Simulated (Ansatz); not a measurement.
Start from `C=[N][AlH2]` and change one atom or group to get `BN=C`.

Ansatz, PBE0-D4/def2-TZVP geometries, multiplicity 1. 

```
                                        property  `C=[N][AlH2]`
           LUMO energy (ωB97M-V/def2-TZVPP) / eV           0.84
             LUMO energy (B3LYP/def2-TZVPP) / eV          -1.17
              LUMO energy (PBE0/def2-TZVPP) / eV          -0.92
           HOMO–LUMO gap (B3LYP/def2-TZVPP) / eV           5.41
  size of the dipole moment (PBE/def2-TZVPP) / D           1.48
size of the dipole moment (B3LYP/def2-TZVPP) / D           1.44
```

Give the same properties after the change, and the shifts. (An estimate is asked.)

The calculation gave: 
```
                                        property  `BN=C`  shift
           LUMO energy (ωB97M-V/def2-TZVPP) / eV    1.28   0.44
             LUMO energy (B3LYP/def2-TZVPP) / eV   -1.17   0.00
              LUMO energy (PBE0/def2-TZVPP) / eV   -0.91   0.01
           HOMO–LUMO gap (B3LYP/def2-TZVPP) / eV    6.53   1.12
  size of the dipole moment (PBE/def2-TZVPP) / D    2.05   0.57
size of the dipole moment (B3LYP/def2-TZVPP) / D    2.09   0.65
```

Dipoles are sizes alone; their direction can turn.

B3LYP here is the variant with VWN-RPA as its local correlation; programs differ in this.
